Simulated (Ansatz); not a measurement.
A geometry optimisation of C3H7Cl with B3LYP-D3(BJ)/def2-SVP

The starting geometry of this gas-phase triplet was optimised with GFN2-xTB as a singlet; its bonds are those of `CC(C)Cl`.

```csv
atom,x (Å),y (Å),z (Å)
C,-2.0821,-0.0726,-1.4459
C,-1.3451,-0.9764,-2.4178
C,-0.3055,-1.8458,-1.7339
Cl,-2.5416,-2.0418,-3.2401
H,-1.3749,0.6074,-0.9750
H,-2.5681,-0.6636,-0.6732
H,-2.8379,0.5129,-1.9632
H,-0.8878,-0.3881,-3.2176
H,-0.7715,-2.4630,-0.9685
H,0.4458,-1.2136,-1.2643
H,0.1864,-2.4967,-2.4524
```

Q: Where would you expect an optimisation with B3LYP-D3(BJ)/def2-SVP to take it?

A: It falls apart into C3H7 + Cl. Contacts that open: C2–Cl4 (1.80 → 3.76 Å).

The energy falls by 3.76 eV over 36 steps:

```tsv
step	E − E(last) (eV)
1	3.762
5	0.239
9	0.114
13	0.070
17	0.050
20	0.024
24	0.005
28	0.001
32	0.000
36	0.000
```

Final geometry (Å):

```xyz
11

C    -2.0871   -0.0567   -1.7881
C    -0.7052   -0.4335   -2.1759
C    -0.1569   -1.8067   -1.9980
Cl   -3.5953   -2.6363   -1.1986
H    -2.1672    0.3794   -0.7718
H    -2.7616   -0.9720   -1.7762
H    -2.5763    0.6391   -2.4931
H    -0.0031    0.3937   -2.3447
H    -0.8954   -2.5749   -2.2818
H     0.1051   -2.0119   -0.9372
H     0.7607   -1.9614   -2.5866
```

No frequencies were run, so the end isn't proven a minimum. Open shells are spin-unrestricted. The triplet needn't be the ground state. Run with Ansatz 0.2.0, 4 min on 2 threads of Arm Neoverse V2 (shared host).
